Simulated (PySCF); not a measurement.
## Telling isomers of C$_{4}$H$_{3}$N apart by NMR

[PySCF 2.14: PBE0/pcSseg-1 with gauge-including orbitals; coordinates at the GFN2-xTB level; J: B3LYP/pcJ-1; one averaged value for each set of equivalent atoms; one conformer; non-relativistic Hamiltonian; in vacuum]

Scale: 1H, 13C vs TMS (reference shieldings calculated alike). Multiplet labels drop J under 1 Hz and among equivalent protons, and merge close values. Unscaled 3J(H,H) run several per cent high. Where no couplings were computed, multiplicities follow the n + 1 count of equivalent neighbours, and m marks all less simple cases (inequivalent or close neighbours, rings, F or P nearby). Shifts are as computed. Against solution values, carbons near 30 ppm lie about +3 ppm off and those near 130 ppm about +5 ppm. Of 1211 compounds with measured shifts, 218 miss one by over three times the rms of a fit or turn the order of signals round; such compounds aren't used in these exercises.

(1) Tabulate the signals of `C=C=CC#N`, `C#CC1=NC1` and their relative energies.

(2) What is the quickest way to tell C=C=CC#N from C#CC1=NC1?

Results:

(1) 
```json
{"SMILES": "C=C=CC#N", "carbon types": "2×C 1×CH 1×CH2", "δC": "233.8, 116.6, 83.9, 71.7", "δH": "5.51 (d, 2H), 5.27 (t, 1H)", "E rel. (kcal/mol)": "0.0"}
{"SMILES": "C#CC1=NC1", "carbon types": "2×C 1×CH 1×CH2", "δC": "169.8, 130.1, 73.7, 26.0", "δH": "5.52 (s, 1H), 1.55 (s, 2H)", "E rel. (kcal/mol)": "42.2"}
```

Energies are electronic energies at PBE0/pcSseg-1 on these geometries, without zero-point or thermal terms, each for the one conformer computed, which needn't be the lowest.

(2) Both give the same number of carbon signals, with the same numbers of each carbon type, so the positions decide. The first has a central carbon of an allene (C) at 233.8 ppm, the second a terminal alkyne carbon (CH) at 130.1 ppm. Their most deshielded carbons lie at 233.8 and 169.8 ppm.
